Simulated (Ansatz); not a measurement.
## One element changed: atomization energies of AlCN, AlCP

Ansatz 0.2.0, functionals in def2-QZVPP, HF, MP2 and coupled cluster extrapolated from def2-TZVPP and def2-QZVPP (exp(−7.88 √X), X^−2.97); geometries are PBE0/def2-TZVP minima. Wave-function levels freeze the cores; HF, MP2 and coupled cluster are restricted for singlets and unrestricted otherwise, atoms included (their steps beyond CCSDT(Q) come from restricted open-shell runs), Kohn–Sham unrestricted where that lies lower. The best estimate adds to that CCSD(T) limit the step from CCSD(T) to the highest level run in a smaller set (CCSDT(Q)/cc-pVDZ, CCSDTQ/cc-pVDZ). It lacks core correlation, which semilocal and hybrid functionals hold and which counts in their errors here, (a few kJ/mol in atomization energies of light atoms) is good to about 1 kcal/mol where the step is under 0.06 eV, as here, and is no measured value. An error is the level's value less this estimate. Energies are electronic, without zero-point terms. No spin–orbit coupling and no scalar relativity. B2PLYP's MP2 part freezes the cores and isn't at its limit in this set. CCSD(T)'s error is that step with its sign reversed, by construction, and steps from double-zeta sets run high. The species are chosen: bound, without strong static correlation by their natural occupations or amplitudes, in their lowest spin state as far as vertical gaps and like structures tell, and with a ladder that closes on the reference, so errors are smaller than for species at large; levels whose determinant breaks symmetry or spin markedly are left out.

```json
{"species": "AlCN, singlet", "bonds (Å)": "C–Al 2.025, C–N 1.157, angle at C 180°", "quantity": "atomization", "symmetry of the states": "Σ⁺", "reference": "limit + step to CCSDT(Q)/cc-pVDZ", "value (kJ/mol)": "1234.7", "error CCSD": "-47.3", "error CCSD(T)": "-3.1", "error PBE": "57.2", "error BLYP": "26.7", "error B2PLYP": "8.1"}
{"species": "AlCP, singlet", "bonds (Å)": "C–Al 1.984, C–P 1.554, angle at C 180°", "quantity": "atomization", "symmetry of the states": "Σ⁺", "reference": "limit + step to CCSDTQ/cc-pVDZ", "value (kJ/mol)": "967.6", "error CCSD": "-50.6", "error CCSD(T)": "-2.9", "error PBE": "30.5", "error BLYP": "2.5", "error B2PLYP": "-0.4"}
```

The reference falls from N to P, by 267.1 kJ/mol in all.
